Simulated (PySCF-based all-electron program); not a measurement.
Values are calculated unless marked as measured or tabulated.
# Forces on PH3, singlet in several shapes

Method: all-electron DFT (in-house code on PySCF), basis-limit composite values; the spin-free Dirac equation, no spin–orbit coupling, spin-restricted. Forces are good to about 0.014 eV/Å. Atoms are numbered as listed.

Shape A:

```csv
atom,x (Å),y (Å),z (Å)
P,0.0179,0.0519,-0.5710
H,1.3514,0.0245,0.1827
H,-0.6484,0.9385,0.1749
H,-0.7209,-1.0150,0.2135
```

PBE forces:

```csv
atom,Fx,Fy,Fz (eV/Å)
P1,1.286,-2.564,-0.262
H2,-1.630,0.044,-0.404
H3,-0.690,1.816,1.351
H4,1.034,0.704,-0.685
```

**Question.** What forces does PBE0 give in shape A?

**Answer.** The forces move by 0.303 eV/Å (r.m.s. over the atoms) from PBE.

```
atom      Fx      Fy  Fz (eV/Å)
  P1   1.258  -2.617      0.174
  H2  -1.848   0.049     -0.542
  H3  -0.577   1.718      1.210
  H4   1.168   0.850     -0.842
```

Shape B:

```
atom    x (Å)    y (Å)   z (Å)
   P   0.0000   0.0000  0.0000
   H   1.0151   0.0000  0.6529
   H  -0.5971   1.0343  0.7682
   H  -0.5971  -1.0343  0.7682
```

Against shape A, P1–H2 goes from 1.532 to 1.207 Å, P1–H3 goes from 1.337 to 1.420 Å, P1–H4 goes from 1.516 to 1.420 Å.

PBE forces:

```tsv
atom	Fx	Fy	Fz (eV/Å)
P1	-6.273	0.000	-4.319
H2	6.464	0.000	4.126
H3	-0.095	0.108	0.096
H4	-0.095	-0.108	0.096
```

**Question.** What forces does PBE0 give in shape B?

**Answer.** The forces move by 0.267 eV/Å (r.m.s. over the atoms) from PBE.

```json
{"atom": "P1", "Fx": "-6.339", "Fy": "0.000", "Fz (eV/Å)": "-3.915"}
{"atom": "H2", "Fx": "6.368", "Fy": "0.000", "Fz (eV/Å)": "4.015"}
{"atom": "H3", "Fx": "-0.015", "Fy": "-0.035", "Fz (eV/Å)": "-0.050"}
{"atom": "H4", "Fx": "-0.015", "Fy": "0.035", "Fz (eV/Å)": "-0.050"}
```

Shape C:

```xyz
4

P     0.0000    0.0000    0.0000
H     0.0000    0.0000    1.2160
H     0.9815    1.0373   -0.0748
H     0.9815   -1.0373   -0.0748
```

Against shape A, P1–H2 goes from 1.532 to 1.216 Å, P1–H3 goes from 1.337 to 1.430 Å, P1–H4 goes from 1.516 to 1.430 Å.

PBE forces:

| atom | Fx | Fy | Fz (eV/Å) |
| --- | --- | --- | --- |
| P1 | 0.068 | 0.000 | -7.130 |
| H2 | -0.050 | 0.000 | 7.191 |
| H3 | -0.009 | -0.021 | -0.031 |
| H4 | -0.009 | 0.021 | -0.031 |

**Question.** What forces does PBE0 give in shape C?

**Answer.** The forces move by 0.274 eV/Å (r.m.s. over the atoms) from PBE.

```tsv
atom	Fx	Fy	Fz (eV/Å)
P1	0.451	0.000	-6.958
H2	-0.094	0.000	7.047
H3	-0.179	-0.165	-0.044
H4	-0.179	0.165	-0.044
```
